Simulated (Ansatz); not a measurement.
## Scan of [CH3···H···GeH3], doublet

Starting geometry:

```xyz
9

C    -2.7563    0.0000    0.0000
H    -3.1195    1.0273    0.0000
H    -3.1195   -0.5137    0.8897
H    -3.1195   -0.5137   -0.8897
H    -1.6667    0.0000    0.0000
Ge    0.5657    0.0000    0.0000
H     1.0343   -1.4659    0.0000
H     1.0343    0.7330   -1.2695
H     1.0343    0.7330    1.2695
```

From there H5 is moved from one fragment to the other while all else, the fragments' distance too, stays fixed; atoms are numbered as listed. Energies are in eV, counted from the starting geometry at the same level. Kohn–Sham curves are unrestricted where that lies lower.

Basis cc-pVDZ; Ansatz 0.2.0. Correlated methods freeze the noble-gas cores and the filled d shells of p-block atoms. Prefix R: restricted or restricted open-shell reference; prefix U: unrestricted. No spin–orbit coupling is included, and no scalar relativity.

Full CI isn't at hand for all of this; UCCSDT(Q) serves as the reference, and is uncertain by about the last step of the cluster series.

```json
{"distance C1-H5 (Å)": "1.090", "wB97M-V": "0.000"}
{"distance C1-H5 (Å)": "1.190", "wB97M-V": "0.118"}
{"distance C1-H5 (Å)": "1.391", "wB97M-V": "0.717"}
{"distance C1-H5 (Å)": "1.591", "wB97M-V": "1.117"}
{"distance C1-H5 (Å)": "1.792", "wB97M-V": "1.225"}
```

Task: Estimate the UCCSDT(Q) curve in cc-pVDZ from this one, knowing how wB97M-V errs.

Result: The computed UCCSDT(Q) values, in eV from the starting point, and the error of wB97M-V against them:
| distance C1-H5 (Å) | UCCSDT(Q) | wB97M-V less UCCSDT(Q) |
| --- | --- | --- |
| 1.090 | 0.000 | 0.000 |
| 1.190 | 0.118 | 0.001 |
| 1.391 | 0.712 | 0.005 |
| 1.591 | 1.077 | 0.040 |
| 1.792 | 1.154 | 0.071 |

The error spans 0.071 eV and is largest, 0.071 eV, at 1.792 Å.

In so small a basis the reference is far from its limit while semilocal and hybrid functionals are nearer theirs, so the functionals' errors here hold much of the reference's basis and frozen-core error, which can add to them or hide them.
